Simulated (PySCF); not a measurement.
A species of formula C4H8F2 has this rotational fingerprint, computed with PySCF 2.14.0, PBE0-D3(BJ)/def2-SVP geometry optimisation, gas phase:

```
Rotational constants : A = 4704, B = 2816, C = 2383 MHz
Dipole components    : |μa| = 1.67 D, |μb| = 0.12 D, |μc| = 1.11 D
Inertial defect      : -74.86 u·Å²
κ                    : -0.63
```

Problem. Which structure is it? (One computed conformer of each.)
A. `[CH3:1][C@H:2]([F:3])[CH2:4][CH2:5][F:6]` with C1–C2–C4–C5 180°, C2–C4–C5–F6 62°
B. `[CH3:1][CH:2]([CH3:3])[CH:4]([F:5])[F:6]` with C1–C2–C4–F5 -60°
C. `[CH3:1][CH:2]([CH2:3][F:4])[CH2:5][F:6]` with C1–C2–C3–F4 -59°, C1–C2–C5–F6 -176°

Solution. B. It is CC(C)C(F)F, an asymmetric top, point group C1. The candidates at the same level (rigid rotor, commonest isotopes):

```csv
SMILES,A (MHz),B (MHz),C (MHz),μa (D),μb (D),μc (D),Δ (u·Å²),point group,rotor
CC(C)C(F)F,4704,2816,2383,1.67,0.12,1.11,-74.86,C1,asymmetric top
C[C@H](F)CCF,6313,2028,1858,0.66,1.64,1.09,-57.26,C1,near-prolate asymmetric top
CC(CF)CF,4256,2789,2020,0.52,1.77,0.77,-49.72,C1,asymmetric top
```

`C[C@H](F)CCF` has A 34 % too high; `CC(CF)CF` has C 15 % too low. No structure here is proved a minimum.
